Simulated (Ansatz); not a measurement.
`CCCC(C)CC`, charge 0, multiplicity 1.

(1) Give a relaxed structure at PBE0-D4/def2-TZVP (the Gaussian-basis code of Ansatz). (Best estimate.)

## Answers

(1) Computed: 
Z-matrix (Å, degrees):
```
C
C 1 1.520
H 1 1.094 2 111.0
H 1 1.093 2 111.8 3 -120.0
H 1 1.092 2 111.2 3 119.9
C 2 1.524 1 114.0 3 55.4
H 2 1.095 1 109.6 3 179.1
H 2 1.095 1 109.1 3 -65.7
C 6 1.528 2 116.2 1 59.3
H 6 1.097 2 108.6 1 -63.0
H 6 1.098 2 108.9 1 -178.0
C 9 1.522 6 111.7 2 58.2
C 9 1.528 6 109.6 2 -177.3
H 9 1.098 6 108.2 2 -60.7
H 12 1.092 9 111.8 6 -59.9
H 12 1.095 9 110.6 6 60.0
H 12 1.092 9 111.7 6 -180.0
C 13 1.519 9 114.8 6 171.5
H 13 1.096 9 108.3 6 49.5
H 13 1.098 9 108.8 6 -65.2
H 18 1.092 13 111.1 9 -175.9
H 18 1.094 13 111.0 9 -56.2
H 18 1.092 13 112.1 9 64.2
```
This is one stationary point; other conformers may exist.
